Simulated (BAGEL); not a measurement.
# RI-MP2/def2-SVP (density fitting with qzvpp-jkfit) run of C2H4F2S (SMILES FCSCF)

What is the energy change on altering one bond length of C2H4F2S at RI-MP2/def2-SVP (density fitting with qzvpp-jkfit)? 

The results are computed with BAGEL 1.2.2.

2 further runs of the same task are left out: 2 set aside as unsound or not needed. Runs told in other sessions of the task aren't counted.

## 1. The molecule

C2H4F2S has 9 atoms, charge 0, and is taken as a singlet. As SMILES, `FCSCF`. The coordinates come from a GFN2-xTB relaxation. This is one conformer, not always the lowest.

Bond lengths: F1–C2 1.361 Å, C2–S3 1.817 Å, S3–C4 1.816 Å, C4–F5 1.362 Å, C2–H6 1.093 Å, C2–H7 1.091 Å, C4–H8 1.093 Å, C4–H9 1.091 Å. Some angles: F1–C2–S3 111.3°, C2–S3–C4 98.0°, S3–C4–F5 111.3°, F1–C2–H6 108.1°, F1–C2–H7 108.5°, S3–C2–H6 109.6°, S3–C2–H7 107.5°, S3–C4–H8 109.6°, S3–C4–H9 107.5°, F5–C4–H8 108.1°.

## 2. The energy at RI-MP2/def2-SVP (density fitting with qzvpp-jkfit)

File mp2.json:

```json
{ "bagel": [

{
  "title": "molecule",
  "basis": "svp",
  "df_basis": "qzvpp-jkfit",
  "angstrom": "true",
  "geometry": [
    { "atom": "F", "xyz": [       0.209210,      -0.331020,      -1.924700 ] },
    { "atom": "C", "xyz": [       0.888130,       0.371850,      -0.977230 ] },
    { "atom": "S", "xyz": [       0.954980,      -0.534260,       0.595970 ] },
    { "atom": "C", "xyz": [      -0.804910,      -0.418360,       1.028570 ] },
    { "atom": "F", "xyz": [      -1.154870,       0.859680,       1.341830 ] },
    { "atom": "H", "xyz": [       0.375340,       1.325600,      -0.829310 ] },
    { "atom": "H", "xyz": [       1.915080,       0.510300,      -1.319300 ] },
    { "atom": "H", "xyz": [      -1.413280,      -0.738170,       0.178440 ] },
    { "atom": "H", "xyz": [      -0.969690,      -1.045620,       1.905730 ] }
  ]
},

{
  "title": "hf"
},

{
  "title": "mp2",
  "ncore": 9
}

]}
```

The run is started by

```sh
$ BAGEL_NUM_THREADS=1 BAGEL mp2.json > mp2.out
```

The program printed:

```text
* using 1 threads per process

  ===============================================================
  ===============================================================

  *** Geometry ***

  { "atom" : "F", "xyz" : [      0.395350,     -0.625537,     -3.637156 ] },
  { "atom" : "C", "xyz" : [      1.678322,      0.702695,     -1.846697 ] },
  { "atom" : "S", "xyz" : [      1.804651,     -1.009605,      1.126220 ] },
  { "atom" : "C", "xyz" : [     -1.521059,     -0.790586,      1.943716 ] },
  { "atom" : "F", "xyz" : [     -2.182388,      1.624560,      2.535691 ] },
  { "atom" : "H", "xyz" : [      0.709290,      2.505021,     -1.567169 ] },
  { "atom" : "H", "xyz" : [      3.618977,      0.964327,     -2.493116 ] },
  { "atom" : "H", "xyz" : [     -2.670712,     -1.394939,      0.337203 ] },
  { "atom" : "H", "xyz" : [     -1.832449,     -1.975935,      3.601308 ] },

  Number of auxiliary basis functions:      504

  Since a DF basis is specified, we compute 2- and 3-index integrals:
    o Being stored without compression. Storage requirement is 0.036 GB

  Number of basis functions:       94
  Number of electrons      :       50

    * METHOD: MOLECULE                             0.43

  *** RHF ***

  === Nuclear Repulsion ===
   238.7381089091

      * DIIS with orbital gradients will be used.

  === RHF iteration (svp) ===
      0       -673.91843579          0.01473539           0.13
      1       -674.04452343          0.00900472           0.13
      2       -674.09684191          0.00129717           0.13
      3       -674.09874424          0.00021892           0.13
      4       -674.09880017          0.00008173           0.13
      5       -674.09881020          0.00002613           0.13
      6       -674.09881154          0.00000571           0.13
      7       -674.09881162          0.00000170           0.13
      8       -674.09881163          0.00000068           0.13
      9       -674.09881163          0.00000023           0.13
     10       -674.09881163          0.00000008           0.13
     11       -674.09881163          0.00000003           0.13
     12       -674.09881163          0.00000001           0.13
    * SCF iteration converged.

    * Permanent dipole moment:
           (   -0.103005,     0.057615,    -0.058429) a.u.

    * METHOD: HF                                   1.98

  *** RHF ***

  === Nuclear Repulsion ===
   238.7381089091

      * DIIS with orbital gradients will be used.

  === RHF iteration (svp) ===
      0       -674.09881163          0.00000000           0.13
    * SCF iteration converged.

    * Permanent dipole moment:
           (   -0.103004,     0.057614,    -0.058429) a.u.

  === DF-MP2 calculation ===

    * freezing 9 orbitals
    * 3-index integral transformation done
    * assembly done

      MP2 correlation energy:   -0.7737734217      0.10

      MP2 total energy:       -674.8725850513

    * METHOD: MP2                                  0.39

  ===============================================================
```

It took 3 s on 1 thread of Arm Neoverse N1, shared host; peak memory 0.14 GiB.

## 3. The distorted shape, same level

File calc.json:

```json
{ "bagel" : [

{
  "title" : "molecule",
  "basis" : "svp",
  "df_basis" : "qzvpp-jkfit",
  "angstrom" : true,
  "geometry" : [
    { "atom" : "F", "xyz" : [    0.005515,   -0.541901,   -2.208968 ] },
    { "atom" : "C", "xyz" : [    0.888130,    0.371850,   -0.977230 ] },
    { "atom" : "S", "xyz" : [    0.954980,   -0.534260,    0.595970 ] },
    { "atom" : "C", "xyz" : [   -0.804910,   -0.418360,    1.028570 ] },
    { "atom" : "F", "xyz" : [   -1.154870,    0.859680,    1.341830 ] },
    { "atom" : "H", "xyz" : [    0.375340,    1.325600,   -0.829310 ] },
    { "atom" : "H", "xyz" : [    1.915080,    0.510300,   -1.319300 ] },
    { "atom" : "H", "xyz" : [   -1.413280,   -0.738170,    0.178440 ] },
    { "atom" : "H", "xyz" : [   -0.969690,   -1.045620,    1.905730 ] }
  ]
},
{
  "title" : "hf"
},
{
  "title" : "mp2",
  "ncore" : 9
}

]}
```

The run is started by

```sh
$ BAGEL_NUM_THREADS=1 BAGEL calc.json > calc.out
```

The program printed:

```text
* using 1 threads per process

  ===============================================================
  ===============================================================

  *** Geometry ***

  { "atom" : "F", "xyz" : [      0.010422,     -1.024044,     -4.174345 ] },
  { "atom" : "C", "xyz" : [      1.678322,      0.702695,     -1.846697 ] },
  { "atom" : "S", "xyz" : [      1.804651,     -1.009605,      1.126220 ] },
  { "atom" : "C", "xyz" : [     -1.521059,     -0.790586,      1.943716 ] },
  { "atom" : "F", "xyz" : [     -2.182388,      1.624560,      2.535691 ] },
  { "atom" : "H", "xyz" : [      0.709290,      2.505021,     -1.567169 ] },
  { "atom" : "H", "xyz" : [      3.618977,      0.964327,     -2.493116 ] },
  { "atom" : "H", "xyz" : [     -2.670712,     -1.394939,      0.337203 ] },
  { "atom" : "H", "xyz" : [     -1.832449,     -1.975935,      3.601308 ] },

  Number of auxiliary basis functions:      504

  Since a DF basis is specified, we compute 2- and 3-index integrals:
    o Being stored without compression. Storage requirement is 0.036 GB

  Number of basis functions:       94
  Number of electrons      :       50

    * METHOD: MOLECULE                             0.43

  *** RHF ***

  === Nuclear Repulsion ===
   228.5573107190

      * DIIS with orbital gradients will be used.

  === RHF iteration (svp) ===
      0       -673.75985295          0.01719453           0.13
      1       -673.90346124          0.01328123           0.13
      2       -674.02914623          0.00185957           0.13
      3       -674.03333368          0.00087091           0.13
      4       -674.03408122          0.00022067           0.13
      5       -674.03421181          0.00007842           0.13
      6       -674.03422497          0.00003585           0.13
      7       -674.03422706          0.00000750           0.13
      8       -674.03422720          0.00000366           0.13
      9       -674.03422722          0.00000164           0.13
     10       -674.03422723          0.00000059           0.13
     11       -674.03422723          0.00000031           0.13
     12       -674.03422723          0.00000012           0.13
     13       -674.03422723          0.00000005           0.13
     14       -674.03422723          0.00000002           0.13
     15       -674.03422723          0.00000001           0.13
     16       -674.03422723          0.00000001           0.13
    * SCF iteration converged.

    * Permanent dipole moment:
           (   -0.415568,    -0.223728,    -0.809862) a.u.

    * METHOD: HF                                   2.48

  *** RHF ***

  === Nuclear Repulsion ===
   228.5573107190

      * DIIS with orbital gradients will be used.

  === RHF iteration (svp) ===
      0       -674.03422723          0.00000000           0.13
    * SCF iteration converged.

    * Permanent dipole moment:
           (   -0.415569,    -0.223728,    -0.809862) a.u.

  === DF-MP2 calculation ===

    * freezing 9 orbitals
    * 3-index integral transformation done
    * assembly done

      MP2 correlation energy:   -0.7876243995      0.10

      MP2 total energy:       -674.8218516292

    * METHOD: MP2                                  0.38

  ===============================================================
```

It took 3.6 s on 1 thread of Arm Neoverse N1, shared host; peak memory 0.14 GiB.

## 4. Outcome

Level: RI-MP2/def2-SVP (density fitting with qzvpp-jkfit), 9 core orbitals frozen.

```
                                                         quantity          value
                                        first shape: total energy  -674.87259 Eh
         first shape: correlation energy (9 core orbitals frozen)     -773.8 mEh
                                    distorted shape: total energy  -674.82185 Eh
     distorted shape: correlation energy (9 core orbitals frozen)     -787.6 mEh
energy change with the F1–C2 bond stretched from 1.361 to 1.769 Å       1.381 eV
```

With the F1–C2 bond stretched from 1.361 to 1.769 Å the energy rises by 1.38 eV (32 kcal/mol). The first shape isn't relaxed at this level, so the change isn't measured from a minimum.
